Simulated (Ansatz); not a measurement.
Start from `CC1=NC1` and change one atom or group to get `SC1=NC1`.

Ansatz, PBE0-D4/def2-TZVP geometries, multiplicity 1. Each molecule was computed in one conformer, which needn't be the lowest.

| property | `CC1=NC1` |
| --- | --- |
| HOMO energy (ωB97M-V/def2-TZVPP) / eV | -9.93 |
| size of the dipole moment (ωB97M-V/def2-TZVPP) / D | 2.74 |
| size of the dipole moment (B3LYP/def2-TZVPP) / D | 2.74 |
| HOMO–LUMO gap (PBE/def2-TZVPP) / eV | 5.11 |
| LUMO energy (PBE0/def2-TZVPP) / eV | 0.03 |
| LUMO energy (ωB97M-V/def2-TZVPP) / eV | 2.34 |

(1) Give the same properties after the change, and the shifts. (An estimate is asked.)

Results:

(1) Computed: 
```json
{"property": "HOMO energy (ωB97M-V/def2-TZVPP) / eV", "`SC1=NC1`": "-9.69", "shift": "0.24"}
{"property": "size of the dipole moment (ωB97M-V/def2-TZVPP) / D", "`SC1=NC1`": "2.99", "shift": "0.25"}
{"property": "size of the dipole moment (B3LYP/def2-TZVPP) / D", "`SC1=NC1`": "3.00", "shift": "0.26"}
{"property": "HOMO–LUMO gap (PBE/def2-TZVPP) / eV", "`SC1=NC1`": "5.02", "shift": "-0.09"}
{"property": "LUMO energy (PBE0/def2-TZVPP) / eV", "`SC1=NC1`": "-0.30", "shift": "-0.33"}
{"property": "LUMO energy (ωB97M-V/def2-TZVPP) / eV", "`SC1=NC1`": "1.79", "shift": "-0.55"}
```

With PBE0 the HOMO rises by 0.06 eV and the LUMO falls by 0.33 eV, so the gap narrows by about 0.39 eV. PBE moves the HOMO by -0.13 eV and ωB97M-V by 0.24 eV. The zero-point energy changes by -73.2 kJ/mol with -6 modes. Dipoles are sizes alone; their direction can turn.

B3LYP here is the variant with VWN-RPA as its local correlation; programs differ in this.
